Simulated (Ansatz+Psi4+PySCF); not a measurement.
A calculation with Psi4 1.11.

```
molecule {
-1 2
C 0.000000 0.000000 -1.123380
S 0.000000 0.000000 0.421270
}

basis {
assign C aug-cc-pVTZ
assign S aug-cc-pV(T+d)Z
}
set reference uhf
set scf_type pk
energy('scf')
```

The input is written out from the run's settings.

Output:

```yaml
Converged: yes
Total_energy: -435.34617 hartree
Spin_squared_of_the_determinant: 0.781
Occupied_orbitals_by_symmetry_in_an_Abelian_subgroup_alpha;_beta: 7 A1 2 B1 3 B2; 7 A1 2 B1 2 B2
```
